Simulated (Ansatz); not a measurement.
# H3Si–CH⁺, doublet: the ladder up to UCCSDT(Q)

Geometry: that of the H3Si–CH, singlet, kept fixed.

```yaml
atoms:
  - { symbol: Si, position_ang: [0.0000, 0.0307, 0.5270] }
  - { symbol: C, position_ang: [0.0000, -0.1313, -1.3337] }
  - { symbol: H, position_ang: [0.0000, 1.3484, 1.2278] }
  - { symbol: H, position_ang: [1.2153, -0.7351, 0.9276] }
  - { symbol: H, position_ang: [-1.2153, -0.7351, 0.9276] }
  - { symbol: H, position_ang: [0.0000, 0.8327, -1.8739] }
```

Basis cc-pVDZ; Ansatz 0.2.0. Only valence electrons are correlated (noble-gas cores frozen), which leaves 11 electrons in 46 orbitals. Prefix R: restricted or restricted open-shell reference; prefix U: unrestricted. Active spaces: frontier = (9e, 9o) about the gap.

Full CI isn't at hand for all of this; UCCSDT(Q) serves as the reference, and is uncertain by about the last step of the cluster series. The frozen core follows each run's orbitals, which can shift R against U totals by a few meV.

For open shells CISD is restricted-active-space CI with the open shells as a complete middle space.

The UHF ⟨S²⟩ is 0.759, the T1 diagnostic (RCCSD) is 0.0357 and the largest doubles amplitude (RCCSD) is 0.056. The T1 diagnostic (UCCSD) is 0.0322.

| level | E − E(RHF) (eV) |
| --- | --- |
| UHF | -0.0779 |
| RMP2 | -4.8592 |
| UMP2 | -4.8690 |
| RCCSD | -6.1535 |
| UCCSD | -6.1546 |
| RCCSD(T) | -6.3253 |
| UCCSD(T) | -6.3253 |

Problem. Estimate how far UCCSDT(Q) in cc-pVDZ lies from RCCSD(T). The table doesn't fix it; the size of (T) and the diagnostics are the guide.

Solution. UCCSDT(Q) in cc-pVDZ lies 5.6 kJ/mol below RCCSD(T), which is 34 % of the (T) step (-16.6 kJ/mol). T1 is raised, and the rest is a large part of (T). The miss exceeds 1 kcal/mol.

The other levels:

```csv
level,E − E(UCCSDT(Q)) (kJ/mol),share of correlation (%),wall time
CISD,70.1,88.63,9.5 s
BCCD(T),5.7,99.07,11 s
RCCSDT,1.0,99.83,–
UCCSDT,1.0,99.84,–
RCCSDT(Q),0.3,99.95,2 min
CASSCF (frontier space),448.7,27.15,–
MRCISD (frontier space),42.5,93.10,–
MRCISD+Q (frontier space),9.6,98.44,38 s
```

The correlation energy at UCCSDT(Q), counted from RHF, is -6.384 eV. That run took 2 min on 1 thread of Intel Xeon, shared host.

Times hold each run's SCF and search for its determinant on a shared host, so for small cases they say little of a method's own cost; they ran on 1 thread of Intel Xeon.
